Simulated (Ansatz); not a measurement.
# Other spins and charges of OH, doublet at one geometry

Geometry (PBE0/def2-TZVP stationary point for this spin):

```xyz
2

O     0.0000    0.0000    0.0000
H     0.0000    0.0000    0.9731
```

Basis cc-pVDZ; Ansatz 0.2.0. Only valence electrons are correlated (noble-gas cores frozen). R marks a restricted (for open shells ROHF) determinant, U an unrestricted one. Active spaces: valence = (7e, 5o) chosen from the atoms' valence shells.

Gaps are energies of the second state less the first, at fixed atoms, for a selection of the levels run; each method lands on the state that its own search finds for that charge and spin.

For open shells CISD and CISDTQ are restricted-active-space CI with the open shells as a complete middle space. The determinant of the OH⁺ singlet fills πx and πy unequally, so it is a mixture of Σ and Δ, which weighs on every level built on one determinant.

Q: PBE gives 7.942 eV for quartet less doublet. Estimate what full CI gives in cc-pVDZ.

A: Full CI in cc-pVDZ gives 7.705 eV, so against it PBE is off by 0.237 eV, of which a good part can be the reference's own basis and frozen-core error.

| level | gap (eV) | error (meV) |
| --- | --- | --- |
| RHF | 6.825 | -880 |
| UHF | 6.736 | -969 |
| RMP2 | 7.748 | 43 |
| UMP2 | 7.758 | 53 |
| CISD | 7.621 | -84 |
| RCCSD | 7.687 | -18 |
| UCCSD | 7.686 | -19 |
| RCCSD(T) | 7.699 | -6 |
| UCCSD(T) | 7.698 | -7 |
| BCCD(T) | 7.699 | -6 |
| RCCSDT | 7.699 | -6 |
| UCCSDT | 7.698 | -7 |
| CISDTQ | 7.703 | -2 |
| RCCSDT(Q) | 7.704 | -1 |
| UCCSDT(Q) | 7.703 | -2 |
| RCCSDTQ | 7.704 | -1 |
| UCCSDTQ | 7.703 | -2 |
| CASSCF (valence space) | 7.504 | -201 |
| NEVPT2 (valence space) | 7.835 | 130 |
| MRCISD (valence space) | 7.690 | -15 |
| MRCISD+Q (valence space) | 7.695 | -10 |
| r2SCAN | 7.929 | 224 |
| PBE0 | 7.842 | 137 |
| B3LYP | 7.968 | 263 |
| r2SCAN0 | 7.800 | 95 |
| wB97M-V | 7.971 | 266 |
| B2PLYP | 7.889 | 184 |
| RPA-PBE | 7.906 | 201 |

Removing an electron, to the triplet: 12.302 eV at full CI (doublet B2, triplet ion A2, in C2v).

```json
{"level": "CISD", "gap (eV)": "12.216", "error (meV)": "-86"}
{"level": "RCCSD", "gap (eV)": "12.284", "error (meV)": "-18"}
{"level": "RCCSD(T)", "gap (eV)": "12.297", "error (meV)": "-5"}
{"level": "BCCD(T)", "gap (eV)": "12.297", "error (meV)": "-5"}
{"level": "RCCSDT", "gap (eV)": "12.297", "error (meV)": "-5"}
{"level": "UCCSDTQ", "gap (eV)": "12.301", "error (meV)": "-1"}
{"level": "PBE", "gap (eV)": "12.861", "error (meV)": "559"}
{"level": "r2SCAN", "gap (eV)": "12.838", "error (meV)": "536"}
{"level": "B3LYP", "gap (eV)": "12.944", "error (meV)": "642"}
{"level": "wB97M-V", "gap (eV)": "12.727", "error (meV)": "425"}
```

Removing an electron, to the singlet: 14.668 eV at full CI (doublet B2, singlet ion A2, in C2v).

By full CI's occupations no single determinant describes the singlet well.

| level | gap (eV) | error (meV) |
| --- | --- | --- |
| RHF | 14.836 | 168 |
| CISD | 15.176 | 508 |
| RCCSD | 15.071 | 403 |
| RCCSD(T) | 14.877 | 209 |
| BCCD(T) | 14.878 | 210 |
| RCCSDT* | 14.669 | 1 |
| RCCSDT(Q)* | 14.665 | -3 |
| NEVPT2 (valence space) | 14.565 | -103 |
| MRCISD (valence space) | 14.610 | -58 |
| MRCISD+Q (valence space) | 14.660 | -8 |

An asterisk marks runs whose energy the program itself flagged as in doubt.

In so small a basis the reference is far from its limit while semilocal and hybrid functionals are nearer theirs (RPA and double hybrids share part of the reference's basis error), so the functionals' errors here hold much of the reference's basis and frozen-core error, which can add to them or hide them.

Full CI is exact within this basis and frozen core; it isn't the basis-set limit. The frozen core follows each run's orbitals, which can shift R against U totals by a few meV.
